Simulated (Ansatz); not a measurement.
# PH₄+ (singlet): B3LYP, r2SCAN0 over a scan of the distance P1–H3, 6-31G

How well do these functionals follow the top wave-function level for PH₄+ (singlet) over a scan of the distance P1–H3?

Program: Ansatz 0.2.0, Gaussian basis. Level of theory: 6-31G, all electrons in the functionals. These are calculated values, not measurements.

To be run: B3LYP, r2SCAN0, at 1.132 Å; 1.264 Å; 1.401 Å; 1.513 Å; 1.717 Å; 1.938 Å; 2.249 Å; 2.530 Å; 3.011 Å; 3.729 Å; 4.819 Å.

12 further runs of the same task are left out: 10 that didn't finish, 2 set aside as unsound or not needed.

**1. What is computed**

The geometry derives from a PBE0/def2-TZVP stationary point (not a proven minimum). One bond is set to the value named and the two fragments are kept rigid.

5 atoms, charge 1, spin multiplicity 1.

Atoms are counted from 1 here; the program's logs count them from 0.

Bond lengths: P1–H2 1.401 Å, P1–H3 1.401 Å, P1–H4 1.401 Å, P1–H5 1.401 Å. Angles: H2–P1–H3 109.5°, H2–P1–H4 109.5°, H2–P1–H5 109.5°, H3–P1–H4 109.5°, H3–P1–H5 109.5°, H4–P1–H5 109.5°.

No dispersion term is added. B3LYP takes the VWN-RPA correlation.

The geometry shown and the zero of energy belong to the point 1.401 Å. The yardstick, FCI, and other wave-function levels (R restricted, U unrestricted, valence and pair active spaces) come from earlier runs.

**2. B3LYP, 1.132 Å**

The input, in.yaml:

```yaml
crystal:
  periodic: [false, false, false]
  atoms:
    - {symbol: P, position_ang: [-0.004479, -0.004452, 0.004466]}
    - {symbol: H, position_ang: [0.802694, 0.805831, 0.812967]}
    - {symbol: H, position_ang: [-0.659918, -0.656012, 0.658142]}
    - {symbol: H, position_ang: [-0.810802, 0.802566, -0.808137]}
    - {symbol: H, position_ang: [0.805651, -0.815575, -0.800227]}
basis:
  gaussian: {orbitals: 6-31G}
total_charge: 1
hamiltonian: {xc: {name: B3LYP}}
```

Launch:

```sh
$ ansatz run in.yaml --threads 1 --pin off --events-out ev --progress --plain --max-ram 2393MiB
```

Further steps of the session: B3LYP, 1.264 Å; B3LYP, 1.401 Å; B3LYP, 1.513 Å; B3LYP, 1.717 Å; B3LYP, 1.938 Å; B3LYP, 2.249 Å; B3LYP, 2.530 Å; B3LYP, 3.011 Å; B3LYP, 3.729 Å; B3LYP, 4.819 Å; r2SCAN0, 1.132 Å; r2SCAN0, 1.264 Å; r2SCAN0, 1.401 Å; r2SCAN0, 1.513 Å; r2SCAN0, 1.717 Å; r2SCAN0, 1.938 Å; r2SCAN0, 2.249 Å; r2SCAN0, 2.530 Å; r2SCAN0, 3.011 Å; r2SCAN0, 3.729 Å; r2SCAN0, 4.819 Å.

Q: Predict the results of all the runs planned. Wanted: span of the FCI curve; largest miss, B3LYP; largest miss, r2SCAN0.

As calculated:

```
             quantity                   value
span of the FCI curve            365.5 kJ/mol
  largest miss, B3LYP  +40.4 kJ/mol (4.819 Å)
largest miss, r2SCAN0  +44.3 kJ/mol (2.249 Å)
```

Of the functionals, B3LYP keep the smallest largest miss at the points compared (at most 40.4 kJ/mol) and r2SCAN0 strays most (44.3 kJ/mol, at 2.249 Å). B3LYP, r2SCAN0 clearly break the spin symmetry at some points (⟨S²⟩ up to 0.96 above the pure value), so energy there is bought with a mixed spin. Functionals and the yardstick converge differently with the basis, so part of each miss in 6-31G is the basis.
